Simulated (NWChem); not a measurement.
# HS (SMILES [SH]): UHF/STO-3G

What is the energy change on altering one bond length of HS at UHF/STO-3G? 

The calculation is run with NWChem 7.3.0.

23 further runs of the same task are left out: 23 set aside as unsound or not needed.

## (1) Starting point

The species is HS (2 atoms), meant as a doublet with charge 0. SMILES: `[SH]`. The coordinates come from a PBE0-D4/def2-TZVP relaxation.

Bond lengths: S1–H2 1.346 Å.

## (2) Energy and gradient at UHF/STO-3G

File a.nw:

```
start a
title "HS gradient"
memory total 2200 mb

geometry units angstrom noautosym nocenter noautoz
  S        0.574560      -0.187810       0.295460
  H       -0.574560       0.187810      -0.295460
end

basis "ao basis" spherical bse
  * library STO-3G
end

scf
  doublet
  uhf
  thresh 1e-08
  maxiter 80
  noprint "final vectors analysis"
end

task scf gradient
```

Launch:

```bash
$ nwchem a.nw > a.out
```

Log:

```text
[...]
  functions       =    10
[...]
  wavefunction    = UHF
[...]
         Total SCF energy =   -393.710232316191
      One electron energy =   -560.578029817888
      Two electron energy =    160.575757606985
 Nuclear repulsion energy =      6.292039894712
                       Sz =      0.5000
                 Sz(Sz+1) =      0.7500
                      S^2 =      0.7529
[...]
                         UHF ENERGY GRADIENTS
    atom               coordinates                        gradient
                 x          y          z           x          y          z
   1 S       1.085761  -0.354909   0.558338    0.004963  -0.001622   0.002552
   2 H      -1.085761   0.354909  -0.558338   -0.004963   0.001622  -0.002552
[...]
```

Wall time 0.71 s (1 thread of Intel Xeon 6975P-C (Granite Rapids), shared host); peak memory 0.1 GiB.

## (3) The distorted shape: the energy at UHF/STO-3G

File geom.nw:

```
echo
START geom
TITLE "HS"
memory stack 880 mb heap 220 mb global 1100 mb
charge 0

GEOMETRY units angstrom noautosym nocenter noautoz
 S     1.493893   -0.488318    0.768215
 H    -0.574560    0.187810   -0.295460
END

BASIS spherical bse
 * library STO-3G
END

SCF
 nopen 1
 uhf
 thresh 1e-08
 maxiter 80
END

TASK scf energy
```

Launch:

```bash
$ nwchem geom.nw > geom.out
```

Log:

```text
[...]
  functions       =    10
[...]
  wavefunction    = UHF
[...]
         Total SCF energy =   -393.602049508787
      One electron energy =   -555.444037729936
      Two electron energy =    158.346472974938
 Nuclear repulsion energy =      3.495515246212
                       Sz =      0.5000
                 Sz(Sz+1) =      0.7500
                      S^2 =      1.6746
[...]
```

Run time: 0.79 s. Hardware: 1 thread of Intel Xeon 6975P-C (Granite Rapids), shared host; peak memory 0.1 GiB.

## (4) What came out

Level: UHF/STO-3G.

| quantity | value |
| --- | --- |
| first shape: total energy | -393.71023 Eh |
| first shape: dipole moment | 0.68 D |
| first shape: ⟨S²⟩ | 0.753 |
| first shape: largest force on an atom | 0.299 eV/Å |
| distorted shape: total energy | -393.60205 Eh |
| distorted shape: dipole moment | 0.05 D |
| distorted shape: HOMO energy (highest over α and β) | -5.74 eV |
| distorted shape: LUMO energy (lowest over α and β) | 6.84 eV |
| distorted shape: ⟨S²⟩ | 1.675 |
| energy change with the S1–H2 bond stretched from 1.346 to 2.422 Å | 2.944 eV |

**Reading.** With the S1–H2 bond stretched from 1.346 to 2.422 Å the energy rises by 2.94 eV (284 kJ/mol). The first shape isn't relaxed at this level, so the change isn't measured from a minimum. The minimal basis adds a large error of its own. The largest force (first shape) is 0.30 eV/Å: the shape isn't a stationary point for this species at this level. ⟨S²⟩ (distorted shape) is 1.67 where a pure doublet has 0.75: the reference is spin-contaminated.
